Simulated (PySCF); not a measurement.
Which functional comes closest?

Molecule: `InChI=1S/C4H4S2/c5-4-2-1-3-6-4/h1-3,5H`.

Bonds (- single, = double, # triple, : aromatic): S1-C2 1.757 Å, C2:C3 1.375 Å, C3:C4 1.421 Å, C4:C5 1.372 Å, C5:S6 1.714 Å, S6:C2 1.732 Å. S1 carries H7; C3 carries H8; C4 carries H9; C5 carries H10.

Geometry PBE0-D3(BJ)/def2-SVP throughout; GIAO in PySCF 2.14, gas phase, one conformer, non-relativistic; equivalent atoms averaged; basis pcSseg-2.

Reference values (estimated from measurements, as parent shift plus tabulated substituent increments; solution, not stated per compound (mostly CDCl3 or CCl4); Pretsch, Buehlmann, Badertscher, Structure Determination of Organic Compounds, 4th ed. (2009)): δ(H8) = 6.96 ppm, δ(H9) = 6.76 ppm, δ(H10) = 7.13 ppm. Computed shifts are taken against TMS, calculated as an isolated molecule at each level.

Task: How do the functionals HF, LDA, PBE, BLYP, BP86, OPBE, KT2, KT3, B97-D, B3LYP, PBE0, mPW1PW91, WP04, B97-2, BHandHLYP, CAM-B3LYP, wB97X-D, LC-wPBE perform against the reference? Times are CPU seconds on shared hosts with different chips, so compare them loosely.

Result: 
```csv
functional,kind,H8,H9,H10,mean abs. error H,core-s
HF,Hartree–Fock,7.53,7.05,7.66,0.46,17
LDA,LDA,7.38,7.16,7.39,0.36,35
PBE,GGA,7.34,7.11,7.36,0.32,48
BLYP,GGA,7.28,7.02,7.28,0.24,48
BP86,GGA,7.32,7.09,7.34,0.30,48
OPBE,GGA,7.41,7.19,7.43,0.39,46
KT2,GGA,7.25,7.03,7.30,0.24,76
KT3,GGA,7.25,7.02,7.30,0.24,71
B97-D,GGA,7.28,7.04,7.30,0.26,72
B3LYP,global hybrid,7.36,7.06,7.40,0.32,46
PBE0,global hybrid,7.43,7.15,7.49,0.41,49
mPW1PW91,global hybrid,7.42,7.13,7.48,0.39,47
WP04,global hybrid,7.14,6.86,7.25,0.13,59
B97-2,global hybrid,7.39,7.10,7.43,0.36,33
BHandHLYP,global hybrid,7.44,7.07,7.52,0.39,32
CAM-B3LYP,range-separated hybrid,7.43,7.08,7.50,0.39,47
wB97X-D,range-separated hybrid,7.44,7.11,7.53,0.41,48
LC-wPBE,range-separated hybrid,7.52,7.15,7.65,0.49,61
```

For ¹H the closest is WP04 (0.13 ppm) and the furthest LC-wPBE (0.49 ppm). One molecule is a small sample, and vibrational and solvent effects are absent from the calculation.
